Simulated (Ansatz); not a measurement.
**[OH···H···H], doublet: transfer scan**

Starting geometry:

```json
{"atom": "O", "x (Å)": "-0.1399", "y (Å)": "-0.0491", "z (Å)": "0.0000"}
{"atom": "H", "x (Å)": "-0.3893", "y (Å)": "0.8775", "z (Å)": "0.0000"}
{"atom": "H", "x (Å)": "0.8196", "y (Å)": "-0.0491", "z (Å)": "0.0000"}
{"atom": "H", "x (Å)": "1.7911", "y (Å)": "-0.0491", "z (Å)": "0.0000"}
```

From there H3 is moved from one fragment to the other while all else, the fragments' distance too, stays fixed; atoms are numbered as listed. Energies are in eV, counted from the starting geometry at the same level. Kohn–Sham curves are unrestricted where that lies lower.

Basis cc-pVDZ; Ansatz 0.2.0. Correlated methods freeze the noble-gas cores. R marks a restricted (for open shells ROHF) determinant, U an unrestricted one.

In so small a basis the reference is far from its limit while semilocal and hybrid functionals are nearer theirs (RPA and double hybrids share much of the reference's basis error), so the functionals' errors here hold much of the reference's basis and frozen-core error, which can add to them or hide them.

Full CI isn't at hand for all of this; UCCSDTQ serves as the reference, and is uncertain by about the last step of the cluster series.

| distance O1-H3 (Å) | UCCSDTQ | PBE | BLYP | revPBE | r2SCAN | PBE0 | B3LYP | wB97M-V | B2PLYP | RPA-PBE |
| --- | --- | --- | --- | --- | --- | --- | --- | --- | --- | --- |
| 0.960 | 0.000 | 0.000 | 0.000 | 0.000 | 0.000 | 0.000 | 0.000 | 0.000 | 0.000 | 0.000 |
| 0.992 | 0.004 | -0.036 | -0.044 | -0.040 | -0.023 | -0.014 | -0.026 | -0.014 | -0.008 | -0.025 |
| 1.057 | 0.093 | -0.011 | -0.038 | -0.025 | 0.023 | 0.042 | 0.006 | 0.042 | 0.059 | 0.007 |
| 1.121 | 0.228 | 0.100 | 0.053 | 0.073 | 0.140 | 0.162 | 0.104 | 0.157 | 0.185 | 0.100 |
| 1.186 | 0.394 | 0.291 | 0.221 | 0.249 | 0.317 | 0.338 | 0.263 | 0.324 | 0.356 | 0.249 |
